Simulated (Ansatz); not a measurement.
Born–Oppenheimer molecular dynamics of ClFH$_{2}$Si (5 atoms, charge 0, multiplicity 1). It starts from a relaxed structure.

These are results of RKS PBE-D4/def2-SVP (Ansatz), not measurements.

| Quantity | Value |
| --- | --- |
| ensemble | NVE (velocity Verlet) |
| time step | 0.5 fs |
| steps asked | 300 |
| starting velocities drawn for | 500 K |
| masses | H 2.014 u |
| seed | 772253 |

First frame:

```xyz
5
Properties=species:S:1:pos:R:3
Si -0.002 0.004 -0.023
F -0.004 0.008 1.608
H 1.417 0.045 -0.490
Cl -0.978 1.694 -0.696
H -0.747 -1.205 -0.490
```

Task: How far do the bonds stretch over the last three quarters of this one trajectory? (Pairs bonded in most of those frames.)

Result: 
```tsv
bond	mean (Å)	spread (Å)	shortest	longest
Si1–F2	1.631	0.007	1.62	1.65
Si1–H3	1.496	0.026	1.45	1.54
Si1–Cl4	2.064	0.010	2.04	2.08
Si1–H5	1.503	0.062	1.41	1.60
```

Mean temperature of the second half: 252 K. The conserved energy stayed within 0.11 meV per atom of its start (net change 0.028 meV per atom), so the integration is sound. Over the second half the temperature averaged 0.50 of the 500 K drawn at the start: a run that starts near a minimum puts about half its kinetic energy into the potential. A run of 0.15 ps of so small a system gives no equilibrium averages.

Time of the run: 2.9 min on 1 thread of Intel(R) Xeon(R) 6975P-C (Granite Rapids), on a shared host, peak memory 0.12 GiB.
